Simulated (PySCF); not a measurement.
**Cl: ionisation energy**

Cl [Ne] 3s2 3p5 (2P) → Cl⁺ [Ne] 3s2 3p4 (3P), as a difference of total energies. Calculation: PySCF 2.14, in Sapporo-DZP-2012 (5s4p2d, 27 functions); the spin-free X2C one-electron Hamiltonian (Gaussian nucleus). Correlated levels: valence: [Ne] frozen. The calculations carry no spin-orbit coupling.

```csv
method,ionisation energy (eV)
UHF,11.762
MP2 (valence),12.485
SCS-MP2 (valence),12.451
CCSD (valence),12.404
CCSD(T) (valence),12.414
```

Estimate what M06-2X gives.

12.995 eV, closest to MP2 (valence) among the rows shown.

Estimate what PBE0 gives.

12.940 eV, closest to MP2 (valence) among the rows shown.

Errors of the correlated levels include the incompleteness of this basis and the frozen core.

For comparison: 12.974 eV (measured; NIST levels, between the centres of gravity of the two terms).
